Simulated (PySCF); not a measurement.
C2H3O2 (doublet state).
Atom-mapped SMILES: `[CH3:1][O:2][C:3]=[O:4]` (hydrogens: H5, H6, H7 on C1)

A GFN2-xTB structure was refined with PySCF, PBE0-D3(BJ)/def2-SVP geometry optimisation, gas phase. Its GFN2-xTB values:

```csv
coordinate,GFN2-xTB
C1–O2,1.464 Å
C1–H5,1.089 Å
O2–C3,1.276 Å
C3=O4,1.197 Å
C1–O2–C3,120.1°
O2–C1–H5,109.1°
O2–C1–H6,105.8°
O2–C3–O4,135.7°
H5–C1–H6,111.0°
H6–C1–H7,111.2°
```

Question: How do these coordinates change at the PBE0-D3(BJ)/def2-SVP level?

Answer: 
```tsv
coordinate	PBE0-D3(BJ)/def2-SVP (Å or °)	change
O2–C3	1.306	+0.030
C1–O2	1.437	-0.027
C3=O4	1.185	-0.012
C1–H5	1.099	+0.010
O2–C3–O4	130.4	-5.3
C1–O2–C3	116.6	-3.5
O2–C1–H5	109.9	+0.8
H5–C1–H6	110.3	-0.7
H6–C1–H7	110.7	-0.5
O2–C1–H6	106.3	+0.5
```

The energy falls by 6.8 kJ/mol over 5 energy and gradient evaluations, the largest force component goes from 0.0329 to 3.6e-04 Eh/bohr, and the atoms move by 0.064 Å rms after alignment. The bond that changes most is O2–C3 (ends: oxygen bonded to 2 C; carbon bonded to 2 O), which lengthens by 0.030 Å. Bonds longer at the end by more than 0.005 Å: 4 of 6; shorter: 2. Rotational constants go from 25137, 6261, 5177 to 23486, 6787, 5449 MHz.

The run used 71 basis functions and 38 SCF cycles in all. Hardware: one thread, x86-64 server, shared host. Cost: 7.5 s of wall time.

No PBE0-D3(BJ)/def2-SVP frequencies stand behind this structure, so it isn't proved a minimum. ⟨S²⟩ = 0.753 (exact for a doublet: 0.75).

The values belong to the conformer `[CH3:1][O:2][C:3]=[O:4]`: C1–O2–C3–O4 0°.
